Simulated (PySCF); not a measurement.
Gas-phase reaction: 3 H2BNH2 + 2 C3H3 (propargyl) → 3 HBNH + 2 C3H6 (cyclic)

Computed with PySCF and rigid-rotor harmonic-oscillator thermochemistry at 1 bar. † marks an energy on the PBE0/def2-TZVP geometry and frequencies; other levels use their own. MP2 freezes the core. 6-31G* has spherical d functions here. Open shells (unrestricted): C3H3 (propargyl) (multiplicity 2); the rest are closed-shell singlets. B3LYP is the form with VWN-RPA correlation. H2BNH2, HBNH: computed as isolated molecules; such fragments, hydroxides, amides, oligomers or adducts are transient or little studied in the gas. MP2 isn't extrapolated to the basis-set limit. Warning, spin contamination: C3H3 (propargyl) (MP2/def2-SVP†, MP2/def2-TZVPP†).

| level | ΔH°(298 K), kJ |
|---|---|
| B3LYP/6-31G* | -168 |
| BLYP/def2-TZVP† | [?] |
| MP2/def2-SVP† | -327 |
| MP2/def2-TZVPP† | -302 |
| PBE/def2-TZVP† | -183 |
| PBE0/def2-TZVP | [?] |
| LDA/def2-TZVP† | [?] |

**Question.** Fill in the missing entries.

**Answer.** 
- BLYP/def2-TZVP†, ΔH°(298 K), kJ: -131
- PBE0/def2-TZVP, ΔH°(298 K), kJ: -186
- LDA/def2-TZVP†, ΔH°(298 K), kJ: -249
